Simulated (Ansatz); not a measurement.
Born–Oppenheimer molecular dynamics of H₆OSi (8 atoms, charge 0, multiplicity 1). It starts at the highest image of a converged band. Of that band: Neighbouring images differ by up to 1.3 eV, so the band resolves the path poorly. A vibrational analysis at the climbing image gives one clearly imaginary mode, 1242i cm⁻¹: a first-order saddle point.

Theory: RKS PBE0/def2-SVP in Ansatz 0.2.0.

```yaml
ensemble: NVE (velocity Verlet)
time_step: 0.5 fs
steps_asked: 200
starting_velocities_drawn_for: 300 K
seed: 3105
```

First frame:

```xyz
8
Properties=species:S:1:pos:R:3
Si -0.222 0.070 -0.131
H -0.181 0.697 1.518
H 1.041 -0.667 0.178
H -0.033 1.451 -0.661
H -0.755 -0.688 -1.331
O -1.823 -0.348 0.781
H -2.123 -1.269 0.841
H -1.166 0.125 1.568
```

How far do the bonds stretch over the last three quarters of this one trajectory? (Pairs bonded in most of those frames.)


```csv
bond,mean (Å),spread (Å),shortest,longest
Si1–H2,1.495,0.021,1.46,1.53
Si1–H3,1.498,0.021,1.46,1.54
Si1–H4,1.499,0.020,1.47,1.54
Si1–H5,1.496,0.026,1.45,1.54
O6–H7,0.976,0.036,0.92,1.03
O6–H8,0.967,0.012,0.94,0.99
```

Mean temperature of the second half: 2054 K. The conserved energy stayed within 0.35 meV per atom of its start (net change 0.12 meV per atom), so the integration is sound. The kinetic energy rose, since the run started high on the potential surface and went downhill. It ends in pieces (H2O + H4Si), so much of that is their flight and rotation, not heat. A run of 0.1 ps of so small a system gives no equilibrium averages. The orbitals stay closed-shell, which can raise the energy where a bond breaks towards radicals; this wasn't checked here.

The run took 4.1 min on 1 thread of Arm Neoverse V2 (shared host), peak memory 0.11 GiB.
